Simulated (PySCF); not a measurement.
CCl4, SMILES ClC(Cl)(Cl)Cl. Geometry optimised at PBE-D3(BJ)/def2-SVP.

Computed equilibrium geometry at PBE-D3(BJ)/def2-SVP (PySCF confirms it by a frequency run) as a Z-matrix, and its point group:
point group Td.
```
C
Cl 1 1.7882
Cl 1 1.7882 2 109.47
Cl 1 1.7882 2 109.47 3 -120.00
Cl 1 1.7882 2 109.47 3 120.00
```
